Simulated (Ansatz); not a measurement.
Relaxing TlH2

These are results of DFT PBE, scalar-relativistic, plane waves, PAW (Ansatz), not measurements. Cutoff 420 eV, Γ-centred k mesh, Gaussian smearing, no spin polarisation in the final step.

This is the end of a relaxation of cell and atoms.

```
Tl H
1.0
    -2.05130    2.05130    3.09483
     2.05130   -2.05130    3.09483
     2.05130    2.05130   -3.09483
Tl H
1 2
Cartesian
  0.0000 0.0000 0.0000
  0.0000 0.0000 3.4880
  0.0000 0.0000 2.7016
```

Formation energies are uncorrected and refer to the elements' standard structures at the same level (H₂ as a molecule).

Question: What space group does it have?

Answer: I4/mmm (No. 139). Conventional cell: a = 4.103 Å, c = 6.190 Å. Tl is coordinated by 2 H at 2.70 Å and 8 H at 2.93 Å; around H lie 1 H at 0.79 Å.

Question: How far does it lie from the elements in energy?

Answer: 0.28 eV/atom.

Question: Is it a metal?

Answer: Yes, bands cross the Fermi level on the 16×16×16 mesh.

The final run used a 16×16×16 mesh on its 3-atom cell and 0.10 eV smearing. For metals, differences of a few meV/atom aren't resolved. Weakly bound directions are ill-defined at this level, which has no dispersion term. Spin–orbit coupling is left out. The cell came from a trial start, so TlH2 may not exist in this structure.

Cost: 3 runs of about 1.1 core-minutes in all, on Arm Neoverse V2 (shared hosts).